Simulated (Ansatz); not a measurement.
Reaction (homolysis of the C–O bond): `CC(=O)OC(C)C` → `C[C]=O`• + `CC(C)[O]`•

Isolated molecules relaxed with PBE0-D4/def2-TZVP in Ansatz; ΔE leaves out vibrations. CBS: MP2 limit from def2 TZ/QZ plus the TZ coupled-cluster correction, frozen cores. DFT in def2-TZVPP. B3LYP here is the variant with VWN-RPA as its local correlation; programs differ in this. No spin–orbit coupling; open shells (•) take unrestricted orbitals. One conformer a species, not always the lowest.

`CC(=O)OC(C)C`:

```xyz
17

C    -1.118    0.491   -2.493
C    -0.319   -0.281   -1.488
O     0.111   -1.392   -1.652
O    -0.141    0.435   -0.370
C     0.608   -0.186    0.695
C    -0.309   -1.071    1.510
C     1.216    0.940    1.496
H    -0.609    1.427   -2.733
H    -1.246   -0.105   -3.393
H    -2.092    0.750   -2.073
H     1.389   -0.796    0.234
H    -1.125   -0.483    1.938
H    -0.727   -1.866    0.893
H     0.247   -1.532    2.329
H     1.857    1.562    0.869
H     1.821    0.535    2.310
H     0.437    1.571    1.929
```

`C[C]=O`•:

Z-matrix (Å, degrees):
```
C
C 1 1.497
H 1 1.094 2 111.4
H 1 1.091 2 108.7 3 -122.1
H 1 1.092 2 108.4 3 121.8
O 2 1.175 1 129.3 3 -1.0
```

`CC(C)[O]`•:

Cartesian coordinates in Å:
```
C -0.848 0.149 0.975
C 0.412 -0.317 0.254
C 0.492 0.148 -1.195
O 0.639 -1.653 0.394
H -0.840 -0.190 2.012
H -0.929 1.238 0.957
H -1.731 -0.266 0.483
H 1.288 0.110 0.795
H -0.344 -0.266 -1.764
H 1.422 -0.191 -1.653
H 0.440 1.237 -1.260
```

Problem. What is ΔE at CCSD(T)/CBS? (An estimate is asked.)

Solution. The calculation gave: +447.6 kJ/mol.

Problem. What do these levels give: B97M-V, PBE0-D4, B3LYP-D4, r2SCAN0-D4, BHLYP-D4, B2PLYP, PBE, MP2/def2-SVP, CCSD/def2-SVP, CCSD/def2-TZVPP, HF/def2-QZVPP, CCSD/CBS(def2)? (An estimate is asked.)

Solution. The calculation gave: B97M-V 427.2, PBE0-D4 428.2, B3LYP-D4 413.5, r2SCAN0-D4 415.8, BHLYP-D4 407.9, B2PLYP 420.9, PBE 414.3, MP2/def2-SVP 472.0, CCSD/def2-SVP 428.7, CCSD/def2-TZVPP 424.7, HF/def2-QZVPP 299.4, CCSD/CBS(def2) 435.6 kJ/mol.

Largest T1 diagnostic among the species: 0.019.

In def2-TZVPP, CCSD(T) changes the Hartree–Fock value by +136.4 kJ/mol (the triples alone add +11.9 kJ/mol) and MP2 by +178.1 kJ/mol; breaking electron pairs costs correlation energy, which Hartree–Fock lacks. At CCSD(T), def2-SVP lies −10.4 kJ/mol from the extrapolated value and def2-TZVPP −11.0 kJ/mol.
